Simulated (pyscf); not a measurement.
Elementary routes open to H₃C–Zn–SH (SMILES [CH3][Zn][SH]) + H₂Se (SMILES [SeH2]) in the gas phase (singlet surface):
A. H₃C–Zn–SeH (SMILES [CH3][Zn][SeH]) + H₂S (SMILES S) (S–Zn, H–Se broken; Se–Zn, H–S formed)
B. CH₄ (SMILES C) + HS–Zn–SeH (SMILES [SH][Zn][SeH]) (C–Zn, H–Se broken; C–H, Se–Zn formed)

Optimised with ωB97X-D3(BJ)/def2-SVP in PySCF.

Task: Rank the routes by free-energy barrier at 298 K, lowest first, for ωB97M-D3(BJ)/def2-TZVP energies (ideal gas, 1 atm, RRHO with modes under 100 cm⁻¹ raised to 100, one conformer, R ln 2 for chiral ones without a mode under 150 cm⁻¹).

Result: A (76.2 kJ/mol), B (117.9 kJ/mol)

Route A is the fastest of these, ahead of the next by 41.7 kJ/mol. The most stable products are those of B (ΔG = -112.7 kJ/mol), whose barrier is 41.7 kJ/mol higher: the kinetic and the thermodynamic product differ. At 1200 K A is still the fastest. A: On the reactant side the descent ends in an adduct with a Se–Zn contact, 38.2 kJ/mol under the separated species and 55.1 kJ/mol under the saddle at ωB97X-D3(BJ)/def2-TZVP. On the product side the descent ends in a bound adduct (not fully relaxed), 36.6 kJ/mol under the separated species and 73.0 kJ/mol under the saddle at ωB97X-D3(BJ)/def2-TZVP. B: On the reactant side the descent ends in an adduct with a Se–Zn contact, 30.0 kJ/mol under the separated species and 89.6 kJ/mol under the saddle at ωB97X-D3(BJ)/def2-TZVP. Only these routes are compared; each barrier is that of the saddle found, and lower ones may exist. Elements up to Kr have no core potential and no relativistic terms here.
